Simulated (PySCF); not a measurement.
# Basis-set dependence of PH at CCSD

PySCF, UHF reference; triplet, unpaired electrons π ↑↑; De to P + H without counterpoise correction. Frozen cores follow the default of each basis and core potential.

```json
{"basis": "def2-SVP", "relativity": "no relativity", "functions": "23", "Re (Å)": "1.432", "ωe (cm⁻¹)": "2384", "De (eV)": "2.81", "frozen orbitals": "5"}
{"basis": "6-311G(d,p)", "relativity": "no relativity", "functions": "32", "Re (Å)": "1.425", "ωe (cm⁻¹)": "2392", "De (eV)": "2.87", "frozen orbitals": "5"}
{"basis": "aug-cc-pV(D+d)Z/aug-cc-pVDZ", "relativity": "no relativity", "functions": "41", "Re (Å)": "1.437", "ωe (cm⁻¹)": "2358", "De (eV)": "2.86", "frozen orbitals": "5"}
{"basis": "pcseg-2", "relativity": "no relativity", "functions": "48", "Re (Å)": "1.420", "ωe (cm⁻¹)": "2397", "De (eV)": "3.05", "frozen orbitals": "5"}
{"basis": "x2c-TZVPPall", "relativity": "spin-free X2C", "functions": "56", "Re (Å)": "1.422", "ωe (cm⁻¹)": "2377", "De (eV)": "3.04", "frozen orbitals": "5"}
{"basis": "def2-TZVPPD", "relativity": "no relativity", "functions": "65", "Re (Å)": "1.423", "ωe (cm⁻¹)": "2382", "De (eV)": "3.06", "frozen orbitals": "5"}
```

Question: How does each smaller set differ from the one with most functions, def2-TZVPPD?

Answer: def2-SVP: +0.9 pm, +0.1 % in ωe, -0.25 eV in De; 6-311G(d,p): +0.2 pm, +0.4 % in ωe, -0.19 eV in De; aug-cc-pV(D+d)Z/aug-cc-pVDZ: +1.4 pm, -1.0 % in ωe, -0.20 eV in De; pcseg-2: -0.3 pm, +0.6 % in ωe, -0.01 eV in De; x2c-TZVPPall: -0.1 pm, -0.2 % in ωe, -0.02 eV in De. All at CCSD; the set with most functions is neither the basis-set limit nor always the best. The rows treat relativity differently, so the differences are not basis effects alone.

Correlated steps freeze 5 core orbitals. Correlated levels converge slowly with the basis: in double zeta they bind strong bonds too weakly, by up to about 1 eV, and carry superposition errors of some tenths. The state is the lowest determinant that a PBE0 search found; another state may lie lower at other levels.
